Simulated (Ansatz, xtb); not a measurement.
# Relative energy of two isomers of C4H8N2

Structure X: `C=CC=C(N)N`, a singlet. Structure Y: `N/C=C/C=C/N`, a singlet. Both are isolated molecules in the gas phase, relaxed with B3LYP-D3(BJ)/def2-SVP; the shapes shown needn't be the lowest conformers.

X (Å):

```
atom    x (Å)    y (Å)    z (Å)
   C   0.5659   3.7188  -2.4102
   C   0.9635   2.5248  -1.9266
   C   0.1604   1.6059  -1.1533
   C   0.6084   0.4403  -0.5977
   N  -0.2430  -0.5268  -0.0730
   N   1.9450   0.0751  -0.4855
   H  -0.4427   4.1013  -2.2244
   H   1.2341   4.3427  -3.0075
   H   1.9904   2.2088  -2.1574
   H  -0.8954   1.8550  -1.0110
   H   0.0600  -0.9059   0.8216
   H  -1.2232  -0.2670  -0.0698
   H   2.6069   0.7330  -0.8791
   H   2.1402  -0.8858  -0.7567
```

Y (Å):

```xyz
14

C     0.0548    1.0714   -2.8461
C     0.4321    0.8521   -1.5665
C     0.9290    1.8773   -0.6691
C     1.3064    1.6580    0.6105
N    -0.3268    0.1037   -3.7729
N     1.6874    2.6258    1.5375
H    -1.0255    0.4047   -4.4455
H    -0.5648   -0.8005   -3.3747
H     0.1001    2.0869   -3.2567
H     0.3739   -0.1705   -1.1701
H     0.9874    2.8999   -1.0656
H     1.2619    0.6423    1.0208
H     1.9253    3.5300    1.1393
H     2.3861    2.3249    2.2101
```

Quicker runs give these differences E(Y) − E(X): GFN2-xTB +1.1 kcal/mol; HF/STO-3G +1.3 kcal/mol (at GFN2-xTB geometries); r2SCAN-D4/def2-SVP +3.4 kcal/mol (at GFN2-xTB geometries).

Problem. Estimate E(Y) − E(X) at the level CCSD(T)/def2-SVP + ΔMP2/def2-TZVPP.

Solution. Calculated at CCSD(T)/def2-SVP + ΔMP2/def2-TZVPP: E(Y) − E(X) = +4.9 kcal/mol, so structure X lies lower.

The same difference at several levels:

| level | geometry | E(Y) − E(X) (kcal/mol) | departure from the last row (kcal/mol) | job, with rough time for the two |
| --- | --- | --- | --- | --- |
| GFN2-xTB | GFN2-xTB | +1.1 | −3.8 | optimisation, 0.37 s |
| HF/STO-3G | GFN2-xTB | +1.3 | −3.5 | single point, 1.1 s |
| r2SCAN-D4/def2-SVP | GFN2-xTB | +3.4 | −1.5 | single point, 7.2 s |
| B3LYP-D3(BJ)/def2-SVP | B3LYP-D3(BJ)/def2-SVP | +4.4 | −0.5 | optimisation, 2 min |
| HF/def2-SVP | B3LYP-D3(BJ)/def2-SVP | +5.3 | +0.4 | part of the CCSD(T) run |
| MP2/def2-SVP | B3LYP-D3(BJ)/def2-SVP | +4.9 | 0.0 | part of the CCSD(T) run |
| CCSD(T)/def2-SVP | B3LYP-D3(BJ)/def2-SVP | +4.6 | −0.3 | single point |
| CCSD(T)/def2-SVP + ΔMP2/def2-TZVPP | B3LYP-D3(BJ)/def2-SVP | +4.9 |  | single point, 2.1 min |

As drawn, both hold the same kinds of bond in the same numbers.

None of the levels shown reverses the order. The largest departure from CCSD(T)/def2-SVP + ΔMP2/def2-TZVPP is that of GFN2-xTB, 3.8 kcal/mol. The last row adds to CCSD(T) the change of the MP2 difference between the two basis sets, here +0.3 kcal/mol.

With thermal terms from frequencies at re-optimised GFN2-xTB minima (ideal gas, soft modes damped towards free rotors, one conformer each, 298.15 K, 1 atm): on the last row, ΔE + ΔZPE = +5.0, ΔH = +5.0, ΔG = +4.9 kcal/mol.

The correlated steps freeze 6 core orbitals. Codes used: Ansatz 0.2.0, xtb 6.7.1; the last row on 2 threads of Intel(R) Xeon(R) Processor @ 2.50GHz (Skylake/Cascade Lake) on a shared host.
